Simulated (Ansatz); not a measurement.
## Relaxing Zr2C

These are results of DFT PBE, scalar-relativistic, plane waves, PAW (Ansatz), not measurements. Cutoff 420 eV, Γ-centred k mesh, Gaussian smearing, no spin polarisation in the final step.

Zr2C was placed on the sites of a reported VAu2 cell (Cmcm, No. 63), with C in place of V, Zr in place of Au, at a guessed volume.

```yaml
crystal:
  lattice:
    - [3.98124, -2.25769, 0.00000]
    - [3.98124, 2.25769, 0.00000]
    - [0.00000, 0.00000, 4.39710]
  atoms:
    - { symbol: Zr, position: [0.89000, 0.45000, 0.25000] }
    - { symbol: Zr, position: [0.55000, 0.11000, 0.25000] }
    - { symbol: Zr, position: [0.45000, 0.89000, 0.75000] }
    - { symbol: Zr, position: [0.11000, 0.55000, 0.75000] }
    - { symbol: C, position: [0.78000, 0.22000, 0.75000] }
    - { symbol: C, position: [0.22000, 0.78000, 0.25000] }
```

Cell and atoms relax at zero pressure; the relaxation can't lower the symmetry of the start. After a coarse first stage the cell is made exact in the group found at 0.06 Å.

Formation energies are uncorrected and refer to the elements' standard structures at the same level.

Q: Describe the relaxed structure.

A: It ends in Fmmm (No. 69). Conventional cell: a = 3.413 Å, b = 5.300 Å, c = 11.308 Å. Around Zr lie 2 C at 2.27 Å; around C lie 4 Zr at 2.27 Å.

```cif
data_structure
_symmetry_space_group_name_H-M 'Fmmm'
_symmetry_Int_Tables_number 69
_cell_length_a 3.4129
_cell_length_b 5.3004
_cell_length_c 11.3075
_cell_angle_alpha 90.000
_cell_angle_beta 90.000
_cell_angle_gamma 90.000
_cell_volume 204.55
loop_
_atom_site_label
_atom_site_type_symbol
_atom_site_symmetry_multiplicity
_atom_site_Wyckoff_symbol
_atom_site_fract_x
_atom_site_fract_y
_atom_site_fract_z
_atom_site_occupancy
Zr1 Zr 8 i 0.50000 0.00000 0.36754 1
C1 C 4 b 0.50000 0.00000 0.00000 1
```

Q: What are its volume, energy, density and gap?

A: The volume per atom is 17.05 Å³, the density is 6.31 g/cm³ and the energy over the elements is -0.07 eV/atom. The gap on the 16×16×16 mesh is 0 eV (a metal).

The final run used a 16×16×16 mesh on its 3-atom cell and 0.10 eV smearing. The k mesh leaves about 4 meV/atom of noise in metals. A structure relaxed within its symmetry needn't be a true minimum.

Cost: 4 runs of about 5.7 core-minutes in all, on Arm Neoverse V1 (shared hosts).